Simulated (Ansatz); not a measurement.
# SiCl (doublet): wave-function methods side by side, cc-pVDZ

How much of the correlation energy of SiCl (doublet) does each wave-function method recover here?

Program: Ansatz 0.2.0, Gaussian basis. Level of theory: cc-pVDZ, core rule «outside noble gas», up to 10 orbitals frozen. These are calculated values, not measurements.

To be run: UHF; CCSD(T) on ROHF; CCSD(T) on UHF; BCCD(T) on ROHF; CISD as a restricted active space (open shells left free, so some higher excitations enter); CCSDT(Q) on ROHF; CCSDT(Q) on UHF; CASSCF and MRCISD+Q, 11 electrons in 8 orbitals; CASSCF and NEVPT2, 11 electrons in 8 orbitals.

9 further runs of the same task are left out: 3 that didn't finish, 6 set aside as unsound or not needed. Runs told in other sessions of the task aren't counted.

## (1) The system

The geometry is a PBE0/def2-TZVP stationary point (not a proven minimum).

2 atoms, charge 0, spin multiplicity 2.

Atoms are counted from 1 here; the program's logs count them from 0.

Bond lengths: Si1–Cl2 2.067 Å.

Coordinates:

```xyz
2

Si    0.0000    0.0000    0.0000
Cl    0.0000    0.0000    2.0671
```

## (2) UHF

Contents of in.yaml:

```yaml
crystal:
  periodic: [false, false, false]
  atoms:
    - {symbol: Si, position_ang: [0.000000, 0.000000, 0.000000]}
    - {symbol: Cl, position_ang: [0.000000, 0.000000, 2.067100]}
basis:
  gaussian: {orbitals: cc-pVDZ}
magnetization: {spin_polarized: true, initial_magnetization: 1}
hamiltonian: {xc: hf}
output: {orbitals: {seedname: orbitals}}
```

Started as:

```sh
$ ansatz run in.yaml --threads 1 --pin off --events-out ev --progress --plain --max-ram 2393MiB
```

After this run come: CCSD(T) on ROHF; CCSD(T) on UHF; BCCD(T) on ROHF; CISD as a restricted active space (open shells left free, so some higher excitations enter); CCSDT(Q) on ROHF; CCSDT(Q) on UHF; CASSCF and MRCISD+Q, 11 electrons in 8 orbitals; CASSCF and NEVPT2, 11 electrons in 8 orbitals.

**Question.** What will the summary of the whole plan be? Wanted: UCCSDT(Q) from the RHF energy; RMP2 from UCCSDT(Q); UMP2 from UCCSDT(Q); RCCSD from UCCSDT(Q); RCCSD(T) from UCCSDT(Q); UCCSD(T) from UCCSDT(Q); RCCSDT(Q) from UCCSDT(Q); NEVPT2 valence from UCCSDT(Q); MRCISD+Q valence from UCCSDT(Q).

The runs gave:

| quantity | value |
| --- | --- |
| UCCSDT(Q) from the ROHF energy | -6.2944 eV |
| RMP2 from UCCSDT(Q) | +917.4 meV |
| UMP2 from UCCSDT(Q) | +932.0 meV |
| RCCSD from UCCSDT(Q) | +193.1 meV |
| RCCSD(T) from UCCSDT(Q) | +34.5 meV |
| UCCSD(T) from UCCSDT(Q) | +34.7 meV |
| RCCSDT(Q) from UCCSDT(Q) | +1.7 meV |
| NEVPT2 valence from UCCSDT(Q) | +1169.9 meV |
| MRCISD+Q valence from UCCSDT(Q) | +25.2 meV |
| levels within 1 kcal/mol (43 meV) | RCCSD(T), UCCSD(T), BCCD(T), RCCSDT, UCCSDT, RCCSDT(Q), MRCISD+Q valence |
| T1 diagnostic | 0.020 |
| effectively unpaired electrons | 1.03 |

RCCSD(T) misses by +34.5 meV, 0.5 % of the correlation energy. One determinant dominates. Of the multireference levels listed MRCISD+Q valence comes nearest in total energy (+25.2 meV), which doesn't show that its space is the better one. These misses are within one basis, not against nature; the frozen cores of restricted and unrestricted runs differ, which can shift their rows.

With open shells the CI space here admits some higher excitations, so it is larger than plain CISD.
